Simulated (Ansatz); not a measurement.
**Sc: computed properties**

Theory: DFT PBEsol, scalar-relativistic, plane waves, PAW (Ansatz 0.2.0).

Plane waves to 420 eV, a k mesh through Γ of 12×12×8 on the computed 2-atom cell and Gaussian smearing (0.10 eV); no spin polarisation.

The structure is relaxed at this level of theory with its symmetry kept.

Symmetry: P6_3/mmc, No. 194, hexagonal system. The conventional cell has a = 3.276 Å, b = 3.276 Å, c = 5.087 Å, α = 90.00°, β = 90.00°, γ = 120.00°. Sc (site symmetry -6m2) has 12 Sc at 3.17 to 3.28 Å as nearest neighbours.

| Quantity | Value |
| --- | --- |
| Volume per atom | 23.64 Å³ |
| Formation energy from the elements' standard states (uncorrected) | +0.001 eV/atom |
| Kohn–Sham band gap | none (metal) |
| Density of states at the Fermi level | 3.92 states/eV per cell |
| Löwdin character within 0.5 eV of the Fermi level | Sc 3d 86 %, unprojected 9 % |
| Bulk modulus | 57 GPa |
| Its pressure derivative | 3.3 |

Cost: 9 runs of about 1.6 core-minutes in all, on Arm Neoverse V2 (shared hosts).